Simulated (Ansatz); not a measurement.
# NH3, AsH3: atomization energies

Ansatz 0.2.0, basis cc-pVDZ; geometries are PBE0/def2-TZVP minima. Wave-function levels freeze the cores with the filled d shells of p-block atoms; HF, MP2 and coupled cluster are restricted for singlets and unrestricted otherwise, atoms included (their steps beyond CCSDT(Q) come from restricted open-shell runs), restricted open-shell where a d shell is frozen. NEVPT2 and MRCISD+Q stand on CASSCF in the full valence space, and MRCISD+Q is size-consistent only roughly. The reference is CCSDTQ (coupled cluster only where its series has nearly closed). An error is the level's value less the reference. None of these values is a measured one. Energies are electronic, without zero-point terms. No spin–orbit coupling and no scalar relativity. The set is small: it underbinds, by tens of kJ/mol for each bond, so near ties and functionals' places can change in larger sets. The species are chosen: bound, without strong static correlation by their natural occupations or amplitudes, in their lowest spin state as far as vertical gaps and like structures tell, and with a ladder that closes on the reference, so errors are smaller than for species at large; levels whose determinant breaks symmetry or spin markedly are left out.

```json
{"species": "NH3, singlet", "bonds (Å)": "N–H 1.012, angles at N 107°", "quantity": "atomization", "symmetry of the states": "–", "reference": "CCSDTQ", "value (kJ/mol)": "1118.3", "error CCSD(T)": "-1.1", "error CCSDT": "-0.7", "error CCSDT(Q)": "0.1", "error NEVPT2": "-20.7", "error MRCISD+Q": "-2.2"}
{"species": "AsH3, singlet", "bonds (Å)": "As–H 1.522, angles at As 92°", "quantity": "atomization", "symmetry of the states": "–", "reference": "CCSDTQ", "value (kJ/mol)": "840.4", "error CCSD(T)": "-1.2", "error CCSDT": "-0.2", "error CCSDT(Q)": "0.0", "error NEVPT2": "-28.3", "error MRCISD+Q": "-4.0"}
```

The reference falls from N to As, by 277.9 kJ/mol in all.
